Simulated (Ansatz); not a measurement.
## AlGeH4 (H-bridged), quartet: the ladder up to UCCSDT(Q)

Geometry: that of the AlGeH4 (H-bridged), doublet, kept fixed. The doublet lies 4.1 eV lower here.

```
atom    x (Å)    y (Å)    z (Å)
  Ge   0.0000   0.0000   0.7847
  Al   0.0000   0.0000  -1.8784
   H  -1.1260   0.0000  -0.5236
   H   1.1260   0.0000  -0.5236
   H   0.0000  -1.4027  -2.6096
   H   0.0000   1.4027  -2.6096
```

Basis cc-pVDZ; Ansatz 0.2.0. Only valence electrons are correlated (noble-gas cores and the filled d shells of p-block atoms frozen), which leaves 11 electrons in 46 orbitals. R marks a restricted (for open shells ROHF) determinant, U an unrestricted one. No spin–orbit coupling is included, and no scalar relativity.

Full CI isn't at hand for all of this; UCCSDT(Q) serves as the reference, and is uncertain by about the last step of the cluster series.

```
UHF ⟨S²⟩                          : 3.764
T1 diagnostic (RCCSD)             : 0.0354
largest doubles amplitude (RCCSD) : 0.048
T1 diagnostic (UCCSD)             : 0.0309
```

Q: From what is known of these methods and the diagnostics, rank them by the size of their error in total energy against UCCSDT(Q) in cc-pVDZ, smallest first (an estimate: the text doesn't fix the numbers).
A. UHF
B. UCCSD
C. UMP2
D. UCCSDT
E. UCCSD(T)

A: D (0.17 kcal/mol), E (1.21 kcal/mol), B (4.45 kcal/mol), C (30.07 kcal/mol), A (117.96 kcal/mol).

All errors are against UCCSDT(Q) in cc-pVDZ. Within each family the higher level lies nearer, as is usual though not guaranteed.
